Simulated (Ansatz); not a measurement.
**What a trial cell of K3Br relaxes into**

Theory: DFT PBE, scalar-relativistic, plane waves, PAW (Ansatz 0.2.0). Cutoff 420 eV, Γ-centred k mesh, Gaussian smearing, no spin polarisation in the final step.

The start puts K3Br on the Cu3Au (L1_2) structure type (Pm-3m, No. 221), with Br in place of Au, K in place of Cu, at a guessed volume.

```
K Br
1.0
     5.14788    0.00000    0.00000
     0.00000    5.14788    0.00000
     0.00000    0.00000    5.14788
K Br
3 1
Direct
  0.00000 0.50000 0.50000
  0.50000 0.00000 0.50000
  0.50000 0.50000 0.00000
  0.00000 0.00000 0.00000
```

Cell and atoms relax at zero pressure; the relaxation can't lower the symmetry of the start. After a coarse first stage the cell is made exact in the group found at 0.06 Å.

Energies over the elements count from the elements' standard structures at the same level, with no empirical corrections.

Problem. What does it relax into?

Solution. It keeps Pm-3m (No. 221). The result has the Cu3Au (L1_2) structure. Conventional cell: a = 5.922 Å. K is coordinated by 4 Br at 4.19 Å and 8 K at 4.19 Å; Br has 12 K at 4.19 Å.

```xyz
4
Lattice="5.9216 0.0000 0.0000 0.0000 5.9216 0.0000 0.0000 0.0000 5.9216" Properties=species:S:1:pos:R:3 pbc="T T T"
K     0.0000    2.9608    2.9608
K     2.9608    0.0000    2.9608
K     2.9608    2.9608    0.0000
Br    0.0000    0.0000    0.0000
```

Problem. What are its volume, energy, density and gap?

Solution. The volume per atom is 51.91 Å³. The density is 1.58 g/cm³ and the energy over the elements is -0.62 eV/atom. The gap on the 8×8×8 mesh is 0 eV (a metal).

The final run used a 8×8×8 mesh on its 4-atom cell and 0.10 eV smearing. For metals, differences of a few meV/atom aren't resolved. A structure relaxed within its symmetry needn't be a true minimum. The steps took roughly 60 core-seconds in all.

Cost: 3 runs of about 1.1 core-minutes in all, on AMD EPYC 7R43 (Zen 3) (shared hosts).